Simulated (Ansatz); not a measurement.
# Al₂NH+ (quartet): wave-function methods side by side, cc-pVDZ

One table from this session's results is given with a row withheld; the runs are named, their logs left out.

The runs use Ansatz 0.2.0, Gaussian basis; cc-pVDZ, core rule «outside noble gas», up to 11 orbitals frozen.

To be run: UHF; CCSD(T) on ROHF; CCSD(T) on UHF; BCCD(T) on ROHF; CISD.

32 further runs of the same task are left out: 23 that didn't finish, 9 set aside as unsound or not needed.

### The system

The geometry is a PBE0/def2-TZVP stationary point (not a proven minimum) of the parent state, kept for this charge and spin.

4 atoms, charge 1, spin multiplicity 4.

Atoms are counted from 1 here; the program's logs count them from 0.

Bond lengths: Al1–Al2 2.591 Å, Al1–H4 1.603 Å, Al2–N3 1.750 Å. Angles: Al2–Al1–H4 120.6°, Al1–Al2–N3 159.8°.

Set-up of the first run:

in.yaml reads:

```yaml
crystal:
  periodic: [false, false, false]
  atoms:
    - {symbol: Al, position_ang: [0.000000, -0.162621, 1.857018]}
    - {symbol: Al, position_ang: [0.000000, 0.205260, -0.708096]}
    - {symbol: N, position_ang: [0.000000, -0.160437, -2.419003]}
    - {symbol: H, position_ang: [0.000000, 1.088104, 2.859862]}
basis:
  gaussian: {orbitals: cc-pVDZ}
total_charge: 1
magnetization: {spin_polarized: true, initial_magnetization: 3}
hamiltonian: {xc: hf}
output: {orbitals: {seedname: orbitals}}
```

On the command line:

```sh
ansatz run in.yaml --threads 1 --pin off --events-out ev --progress --plain --max-ram 2393MiB
```

Steps of the session up to this table: UHF; CCSD(T) on ROHF; CCSD(T) on UHF; BCCD(T) on ROHF; CISD.

One of the session's tables, all rows but one given; the rest of the session is left out.

It belongs to the step «Misses and costs». 

| method | from RCCSD(T) (meV) |
| --- | --- |
| ROHF | +6142.1 |
| UHF | +5884.3 |
| RMP2 | +1282.3 |
| UMP2 | ? |
| CISD | +649.2 |
| RCCSD | +156.0 |
| UCCSD | +147.0 |
| RCCSD(T) | 0 |
| UCCSD(T) | -1.8 |
| BCCD(T) | 0.0 |

Estimate the missing values for UMP2.

As computed: from RCCSD(T) (meV): +1268.6. In the column «from RCCSD(T) (meV)» it lies between CISD (+649.2) and RMP2 (+1282.3).

Caveats from the session: Restricted and unrestricted rows rest on different reference determinants; where their highest levels disagree by more than a few hundredths of an eV, they describe different states and don't form one ladder.
